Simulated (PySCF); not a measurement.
## How the method moves the proton affinities of sulfur trioxide

Structure: `O=S(=O)=O` (O3S). Optimised structure (Å), atoms numbered from 1:
```
O    -0.7137   -1.2466   -0.0100
S     0.0060    0.0026   -0.0114
O    -0.7152    1.2509    0.0065
O     1.4474    0.0037   -0.0305
```

All levels share the PBE0-D3(BJ)/def2-SVP structures and the PBE0-D3(BJ)/def2-SVP thermal terms; only the single-point energies (PySCF) change. Values are proton affinities (298 K, kJ/mol).

Measured (NIST Chemistry WebBook): proton affinity (−ΔH) 588 kJ/mol.

| level | O1 | time |
| --- | --- | --- |
| HSE06/def2-TZVP (grid 1, diis space 4) | 594 | 7.6 s |
| ωB97X-D3(BJ)/6-31G | 596 | 2.9 s |
| ωB97X-D3(BJ)/def2-TZVP | 598 | – |
| ωB97X-D3(BJ)/def2-SVP (grid 2, guess 1e, max cycle 100, fallback True) | 613 | 2.5 s |

Times are wall times for all single points of a level on 1 thread of Arm Neoverse V1, a shared host; the dash marks the run that also made the structures. HSE06 ran on a slower path of this set-up, which computes the density-fitting integrals anew in every SCF cycle while the other levels store them. This lengthens the times of such levels.

The spread: 19 kJ/mol, from 594 to 613.

Known limits: S2 is not listed: the run failed or kept an imaginary mode, or the ion rearranged or equalled another; a site not listed may be the best one.
